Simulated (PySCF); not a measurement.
PySCF input (HF/def2-TZVPD):

```python
from pyscf import gto, scf, dft

mol = gto.M(
    atom='''
    C    -0.00000000   -0.00000000   -0.47198407
    C     0.00000000    0.00000000    0.72801579
    H    -0.00000000   -0.00000000   -1.53619029
    ''',
    basis='def2-tzvpd',
    charge=0,
    spin=1,
    symmetry='C2v',
    verbose=4,
)

mf = scf.UHF(mol).density_fit(auxbasis='def2-universal-jkfit')
mf.conv_tol = 1e-9
mf.max_cycle = 100
mf.max_memory = 1500
mf.kernel()
if not mf.converged:
    mf = mf.newton()
    mf.kernel(mf.make_rdm1())
mf.analyze()
```

End of the output:

```
Extra cycle  E= -76.1797190955414  delta_E= -7.08e-12  |g|= 1.87e-06  |ddm|= 1.78e-05
converged SCF energy = -76.1797190955414  <S^2> = 1.1071579  2S+1 = 2.3299424
**** SCF Summaries ****
Total Energy =                         -76.179719095541358
Nuclear Repulsion Energy =              20.261107406531220
One-electron Energy =                 -141.930042148137090
Two-electron Energy =                   45.489215646064515
Two-electron Coulomb Energy =           56.177506778559788
DFT Exchange-Correlation Energy =      -10.688291132495273
HOMO-LUMO gap [eV] =                    11.970858833134383
Wave-function symmetry = A1
alpha occupancy for each irrep:     A1   A2   B1   B2
                                     5    0    1    1
beta  occupancy for each irrep:     A1   A2   B1   B2
                                     4    0    1    1
**** MO energy ****
alpha MO #1 (A1 #1), energy= -11.297575816599 occ= 1
alpha MO #2 (A1 #2), energy= -11.2373403185525 occ= 1
alpha MO #3 (A1 #3), energy= -1.05945900722929 occ= 1
alpha MO #4 (A1 #4), energy= -0.740851024030533 occ= 1
alpha MO #5 (A1 #5), energy= -0.611197414353541 occ= 1
alpha MO #6 (B1 #1), energy= -0.451849279084638 occ= 1
alpha MO #7 (B2 #1), energy= -0.451849279084639 occ= 1
alpha MO #8 (A1 #6), energy= 0.0754136023740948 occ= 0
alpha MO #9 (A1 #7), energy= 0.10198016505284 occ= 0
alpha MO #10 (B1 #2), energy= 0.145214459196574 occ= 0
alpha MO #11 (B2 #2), energy= 0.145214459196574 occ= 0
alpha MO #12 (A1 #8), energy= 0.16202186142921 occ= 0
alpha MO #13 (B1 #3), energy= 0.240501809208459 occ= 0
alpha MO #14 (B2 #3), energy= 0.24050180920843 occ= 0
alpha MO #15 (A1 #9), energy= 0.269992163910638 occ= 0
alpha MO #16 (A1 #10), energy= 0.278892052767809 occ= 0
alpha MO #17 (A2 #1), energy= 0.278892052767814 occ= 0
alpha MO #18 (A1 #11), energy= 0.317829917037983 occ= 0
alpha MO #19 (B1 #4), energy= 0.319309700712862 occ= 0
alpha MO #20 (B2 #4), energy= 0.319309700712865 occ= 0
alpha MO #21 (A1 #12), energy= 0.368515076605808 occ= 0
alpha MO #22 (A1 #13), energy= 0.376621916458762 occ= 0
alpha MO #23 (A2 #2), energy= 0.37662191645877 occ= 0
alpha MO #24 (B1 #5), energy= 0.419436347301965 occ= 0
alpha MO #25 (B2 #5), energy= 0.419436347301957 occ= 0
alpha MO #26 (A1 #14), energy= 0.448815464330988 occ= 0
alpha MO #27 (B1 #6), energy= 0.493048601779396 occ= 0
alpha MO #28 (B2 #6), energy= 0.493048601779257 occ= 0
alpha MO #29 (A1 #15), energy= 0.592511094383667 occ= 0
alpha MO #30 (A1 #16), energy= 0.626798118403073 occ= 0
alpha MO #31 (A1 #17), energy= 0.71840305147456 occ= 0
alpha MO #32 (B1 #7), energy= 0.728285243835655 occ= 0
alpha MO #33 (B2 #7), energy= 0.728285243835559 occ= 0
alpha MO #34 (A1 #18), energy= 0.883139906000974 occ= 0
alpha MO #35 (A1 #19), energy= 0.936902966638264 occ= 0
alpha MO #36 (A2 #3), energy= 0.936902966638244 occ= 0
alpha MO #37 (B1 #8), energy= 1.06787595082938 occ= 0
alpha MO #38 (B2 #8), energy= 1.06787595082936 occ= 0
alpha MO #39 (A1 #20), energy= 1.09862727761811 occ= 0
alpha MO #40 (A1 #21), energy= 1.22492748842186 occ= 0
alpha MO #41 (A2 #4), energy= 1.22492748842183 occ= 0
alpha MO #42 (B1 #9), energy= 1.36323982153032 occ= 0
alpha MO #43 (B2 #9), energy= 1.36323982153033 occ= 0
alpha MO #44 (A1 #22), energy= 1.37583700448159 occ= 0
alpha MO #45 (A1 #23), energy= 1.54934628616342 occ= 0
alpha MO #46 (B1 #10), energy= 1.74070476205051 occ= 0
alpha MO #47 (B2 #10), energy= 1.74070476205051 occ= 0
alpha MO #48 (A1 #24), energy= 1.95621489585587 occ= 0
alpha MO #49 (A1 #25), energy= 2.01821844850652 occ= 0
alpha MO #50 (B1 #11), energy= 2.07673717124323 occ= 0
alpha MO #51 (B2 #11), energy= 2.07673717124322 occ= 0
alpha MO #52 (A1 #26), energy= 2.19734726183276 occ= 0
alpha MO #53 (A1 #27), energy= 2.39198023124177 occ= 0
alpha MO #54 (B1 #12), energy= 2.45291099323203 occ= 0
alpha MO #55 (B2 #12), energy= 2.45291099323204 occ= 0
alpha MO #56 (B1 #13), energy= 2.80296515888745 occ= 0
alpha MO #57 (B2 #13), energy= 2.80296515888745 occ= 0
alpha MO #58 (A1 #28), energy= 2.80762221751806 occ= 0
alpha MO #59 (A2 #5), energy= 2.80762221751808 occ= 0
alpha MO #60 (A1 #29), energy= 3.00059832401061 occ= 0
alpha MO #61 (B1 #14), energy= 3.05270728997845 occ= 0
alpha MO #62 (B2 #14), energy= 3.05270728997843 occ= 0
alpha MO #63 (B1 #15), energy= 3.22653116917492 occ= 0
alpha MO #64 (B2 #15), energy= 3.22653116917492 occ= 0
alpha MO #65 (A1 #30), energy= 3.24465111487992 occ= 0
alpha MO #66 (B1 #16), energy= 3.35887543752268 occ= 0
alpha MO #67 (B2 #16), energy= 3.35887543752269 occ= 0
alpha MO #68 (A1 #31), energy= 3.40094013995242 occ= 0
alpha MO #69 (A2 #6), energy= 3.40094013995241 occ= 0
alpha MO #70 (A1 #32), energy= 3.50523987568696 occ= 0
alpha MO #71 (A2 #7), energy= 3.50523987568696 occ= 0
alpha MO #72 (A1 #33), energy= 3.61043783346433 occ= 0
alpha MO #73 (A1 #34), energy= 3.91970620457094 occ= 0
alpha MO #74 (A2 #8), energy= 3.91970620457096 occ= 0
alpha MO #75 (B1 #17), energy= 4.08285583930427 occ= 0
alpha MO #76 (B2 #17), energy= 4.08285583930427 occ= 0
alpha MO #77 (A1 #35), energy= 4.49839480891301 occ= 0
alpha MO #78 (B1 #18), energy= 5.04335210988305 occ= 0
alpha MO #79 (B2 #18), energy= 5.04335210988303 occ= 0
alpha MO #80 (A1 #36), energy= 5.09804937068326 occ= 0
alpha MO #81 (A1 #37), energy= 5.68935805784281 occ= 0
alpha MO #82 (A1 #38), energy= 23.1330807005626 occ= 0
alpha MO #83 (A1 #39), energy= 23.7902992419675 occ= 0
beta  MO #1 (A1 #1), energy= -11.2537130448933 occ= 1
beta  MO #2 (A1 #2), energy= -11.242426143288 occ= 1
beta  MO #3 (A1 #3), energy= -1.02368023269367 occ= 1
beta  MO #4 (A1 #4), energy= -0.727538835626344 occ= 1
beta  MO #5 (B1 #1), energy= -0.427067466694891 occ= 1
beta  MO #6 (B2 #1), energy= -0.427067466694891 occ= 1
beta  MO #7 (A1 #5), energy= 0.0128534849367519 occ= 0
beta  MO #8 (A1 #6), energy= 0.0820837751121424 occ= 0
beta  MO #9 (A1 #7), energy= 0.130172404976104 occ= 0
beta  MO #10 (A1 #8), energy= 0.1685546306528 occ= 0
beta  MO #11 (B1 #2), energy= 0.168728556008532 occ= 0
beta  MO #12 (B2 #2), energy= 0.168728556008515 occ= 0
beta  MO #13 (B1 #3), energy= 0.245507443733377 occ= 0
beta  MO #14 (B2 #3), energy= 0.245507443733336 occ= 0
beta  MO #15 (A1 #9), energy= 0.276334893371062 occ= 0
beta  MO #16 (A1 #10), energy= 0.278573998226877 occ= 0
beta  MO #17 (A2 #1), energy= 0.278573998226895 occ= 0
beta  MO #18 (A1 #11), energy= 0.317130874435758 occ= 0
beta  MO #19 (B1 #4), energy= 0.336338831759739 occ= 0
[...]
```

It need not be the lowest isomer of its formula.

The determinant is spin-contaminated: <S^2> is 1.11 against 0.75 for a pure state.
